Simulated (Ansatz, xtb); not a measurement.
C5H10: which of two isomers lies lower

We compare I, `C1CCCC1`, a singlet, with II, `C/C=C/CC`, a singlet. Both are isolated molecules in the gas phase, relaxed with B3LYP-D3(BJ)/def2-SVP; the shapes shown needn't be the lowest conformers.

I (Å):

```yaml
atoms:
  - { symbol: C, position_ang: [-0.7993, -0.3197, -0.2236] }
  - { symbol: C, position_ang: [0.3203, 0.7054, -0.0074] }
  - { symbol: C, position_ang: [1.0700, 0.6891, -1.3499] }
  - { symbol: C, position_ang: [0.9964, -0.7835, -1.8374] }
  - { symbol: C, position_ang: [-0.0870, -1.4687, -0.9585] }
  - { symbol: H, position_ang: [-1.5805, 0.1192, -0.8694] }
  - { symbol: H, position_ang: [-1.2901, -0.6406, 0.7087] }
  - { symbol: H, position_ang: [0.9854, 0.3608, 0.8044] }
  - { symbol: H, position_ang: [-0.0453, 1.7058, 0.2731] }
  - { symbol: H, position_ang: [0.5495, 1.3484, -2.0643] }
  - { symbol: H, position_ang: [2.1028, 1.0615, -1.2689] }
  - { symbol: H, position_ang: [0.7401, -0.8316, -2.9070] }
  - { symbol: H, position_ang: [1.9671, -1.2913, -1.7277] }
  - { symbol: H, position_ang: [0.3922, -2.1324, -0.2200] }
  - { symbol: H, position_ang: [-0.7788, -2.0937, -1.5437] }
```

II (Å):

```xyz
15

C     1.2798   -0.4890    2.3362
C     0.9245   -0.4053    0.8811
C     1.5681    0.3415   -0.0239
C     1.2497    0.4577   -1.4906
C     0.0658   -0.3676   -1.9868
H     2.1458    0.1456    2.5807
H     1.5221   -1.5252    2.6315
H     0.4354   -0.1742    2.9746
H     0.0689   -1.0123    0.5623
H     2.4229    0.9425    0.3157
H     1.0809    1.5258   -1.7267
H     2.1558    0.1878   -2.0660
H    -0.8660   -0.0846   -1.4714
H    -0.0905   -0.2195   -3.0664
H     0.2264   -1.4443   -1.8161
```

**Question.** Estimate E(II) − E(I) at the level CCSD(T)/def2-SVP + ΔMP2/def2-TZVPP.

**Answer.** Calculated at CCSD(T)/def2-SVP + ΔMP2/def2-TZVPP: E(II) − E(I) = +12.8 kcal/mol, so structure I lies lower.

How the difference moves with the method:

```
                             level               geometry  E(II) − E(I) (kcal/mol)  departure from the last row (kcal/mol)  job, with rough time for the two
                          GFN2-xTB               GFN2-xTB                     +24.6                                   +11.9               optimisation, 0.2 s
                         HF/STO-3G               GFN2-xTB                     +43.2                                   +30.5              single point, 0.48 s
                r2SCAN-D4/def2-SVP               GFN2-xTB                     +14.4                                    +1.7               single point, 4.6 s
             B3LYP-D3(BJ)/def2-SVP  B3LYP-D3(BJ)/def2-SVP                     +11.8                                    −1.0                optimisation, 29 s
                       HF/def2-SVP  B3LYP-D3(BJ)/def2-SVP                     +10.8                                    −2.0           part of the CCSD(T) run
                      MP2/def2-SVP  B3LYP-D3(BJ)/def2-SVP                     +15.4                                    +2.6           part of the CCSD(T) run
                  CCSD(T)/def2-SVP  B3LYP-D3(BJ)/def2-SVP                     +13.2                                    +0.4                      single point
CCSD(T)/def2-SVP + ΔMP2/def2-TZVPP  B3LYP-D3(BJ)/def2-SVP                     +12.8                                                        single point, 47 s
```

As drawn, II has 1 C=C in place of 2 C–C. Structure I has a 5-membered ring, II no ring.

The levels shown agree on the order. The largest departure from CCSD(T)/def2-SVP + ΔMP2/def2-TZVPP is that of HF/STO-3G, 30.5 kcal/mol. The last row adds to CCSD(T) the change of the MP2 difference between the two basis sets, here −0.4 kcal/mol.

With thermal terms from frequencies at re-optimised GFN2-xTB minima (ideal gas, soft modes damped towards free rotors, one conformer each, 298.15 K, 1 atm): on the last row, ΔE + ΔZPE = +9.8, ΔH = +10.8, ΔG = +8.5 kcal/mol.

The correlated steps freeze 5 core orbitals. Run with Ansatz 0.2.0, xtb 6.7.1; the last row on 2 threads of Intel(R) Xeon(R) Platinum 8488C (Sapphire Rapids) on a shared host.
